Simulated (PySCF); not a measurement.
Compound: H₇NPSi (charge +1).
Bonds: N1–Si2, Si2–P3. Hydrogens: H4, H5 on N1; H6, H7 on Si2; H8, H9, H10 on P3.

Method used: PBE0-D3(BJ)/def2-SVP geometry optimisation, gas phase (PySCF 2.14.0).

**Question.** Give the optimised bond lengths and angles.

**Answer.** 
| bond | length (Å) |
| --- | --- |
| N1–Si2 | 1.682 |
| Si2–P3 | 2.388 |
| N1–H4, N1–H5 | 1.015 |
| Si2–H6, Si2–H7 | 1.480 |
| P3–H8, P3–H9, P3–H10 | 1.414 |

Bonds in one row agree within 0.01 Å and their mean is given. A selection of angles:
| angle | degrees |
| --- | --- |
| Si2–N1–H4 | 123.4 |
| H4–N1–H5 | 112.8 |
| N1–Si2–P3 | 109.0 |
| N1–Si2–H6 | 114.5 |
| N1–Si2–H7 | 114.8 |
| P3–Si2–H6 | 98.7 |
| H6–Si2–H7 | 118.1 |
| Si2–P3–H8 | 114.1 |
| Si2–P3–H10 | 115.7 |
| H8–P3–H9 | 103.8 |

Si2 (SiH2 silicon) is distorted tetrahedral (angles from 98.5° to 118.1°). P3 (phosphorus bonded to Si and 3 H) is distorted tetrahedral (angles from 103.8° to 115.7°). N1 (silicon-bound nitrogen) is planar (angles 123.6°, 123.4° and 112.8°, sum 359.8°, 0.03 Å off the plane of its three neighbours).

Point group: near Cs, missed by 0.21 Å at most; the miss may be what the optimiser left on a soft mode. PBE0-D3(BJ)/def2-SVP frequencies: not computed here. Torsions: H–N1–Si2–P3 -93° and 92°.

One conformer stands for the species.
